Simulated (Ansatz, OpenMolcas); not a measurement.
## BH2ClO (SMILES OBCl): methods side by side

BH2ClO has 5 atoms, charge 0, and is taken as a singlet. As SMILES, `OBCl`. The shape is that of a PBE0-D4/def2-TZVP optimisation. This is one conformer, not always the lowest.

Quantity: the vertical energy of the triplet above the singlet, in eV. The values are calculated.

```tsv
level	kind	program	value (eV)	less CCSD(T)/def2-SVPD
HF/def2-SVPD	Hartree–Fock	OpenMolcas	7.18	-0.07
SVWN5/def2-SVPD	LDA	OpenMolcas	6.44	-0.81
BLYP/def2-SVPD	GGA	OpenMolcas	6.52	-0.73
TPSS/def2-SVPD	meta-GGA	OpenMolcas	6.56	-0.69
B3LYP/def2-SVPD	global hybrid	OpenMolcas	6.77	-0.48
CCSD(T)/def2-SVPD, open shells restricted	coupled cluster or CI	OpenMolcas	7.25	0.00
FCI/STO-3G	exact in the basis	Ansatz	7.87	+0.62
```

CCSD(T)/def2-SVPD, open shells restricted is the highest level here, not the true value. The values span 6.44 to 7.87 eV. A triplet this far above the singlet is often a Rydberg-like or dissociative state; sets without diffuse functions put Rydberg states too high. High-level rows in very small sets aren't better than simpler rows in larger ones.
